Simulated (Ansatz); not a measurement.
Trigonal Se was calculated with PBE-D3(BJ) (PAW; Ansatz, a quantum-chemistry and plane-wave program).

Run with plane-wave cutoff 520 eV, 12×12×8 k mesh (along the axes of the cell as run), Fermi–Dirac smearing 0.01 eV, scalar-relativistic PAW data made under PBE.

Cell (relaxed at this level):

Se is taken in the trigonal space group P3₁21 (No. 152), Pearson symbol hP3. Cell: a = b = 4.0671 Å, c = 5.1286 Å, α = β = 90.00°, γ = 120.00°. Se on 3a is surrounded by 2 Se at 2.441 Å (bent). (Neighbours: up to the widest gap in distance over summed covalent radii, below 1.35, at either atom.)

Q: Estimate the bulk modulus B0, band gap, smallest direct gap on the k points sampled and direct gap at Γ that the calculation returns.

A: 
bulk modulus B0: 22.1 GPa
band gap: 0.47 eV (indirect)
smallest direct gap on the k points sampled: 0.53 eV
direct gap at Γ: 2.00 eV

Note: the bulk modulus comes from volumes at which shape and atoms were relaxed.

Spin–orbit coupling is not included.

The computed numbers hold no vibrational or temperature effects.
